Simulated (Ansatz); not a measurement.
# CH4Cl: the cost of one run

Program: Ansatz 0.2.0. Level of theory: UKS B3LYP/def2-SVP. These are calculated values, not measurements.

## 1. The starting structure

Bond lengths: C2–H4 1.077 Å, C2–H5 1.076 Å, C2–H6 1.077 Å. Angles: H4–C2–H5 114.1°, H4–C2–H6 114.0°, H5–C2–H6 114.1°.

As a file:

```xyz
6

H    -0.2257   -0.6597   -0.3158
C     0.1852    0.5289    0.2673
Cl   -0.7496   -2.1442   -1.0884
H     0.3572    1.1880   -0.5668
H    -0.6437    0.8170    0.8908
H     1.0766    0.2700    0.8129
```

## 2. Pulling towards end A

Springs on the bonds that form and break draw the guess towards this end; the thresholds are loose.

File input.yaml:

```yaml
crystal:
  periodic: [false, false, false]
  atoms:
    - { symbol: H, position_ang: [-0.2257, -0.6597, -0.3158] }
    - { symbol: C, position_ang: [0.1852, 0.5289, 0.2673] }
    - { symbol: Cl, position_ang: [-0.7496, -2.1442, -1.0884] }
    - { symbol: H, position_ang: [0.3572, 1.188, -0.5668] }
    - { symbol: H, position_ang: [-0.6437, 0.817, 0.8908] }
    - { symbol: H, position_ang: [1.0766, 0.27, 0.8129] }
magnetization:
  spin_polarized: true
  initial_magnetization: 1
basis:
  gaussian: { orbitals: def2-SVP }
hamiltonian:
  xc: b3lyp
relax:
  f_tol: 0.15
  max_steps: 25
  restrain:
    - { distance: [0, 2], at: 2.63, k: 30.0 }
    - { distance: [1, 0], at: 1.07, k: 30.0 }
```

The run is started by

```
$ ansatz run input.yaml --threads 1 --pin off --max-ram 2048MiB --backend cpu --events-out ev --progress --plain --runs-dir out
```

Q: Estimate wall time and peak memory on 1 thread of Intel Xeon at 2.50GHz (Skylake/Cascade Lake), shared host.

About 44 s, with a peak of 0.13 GiB.
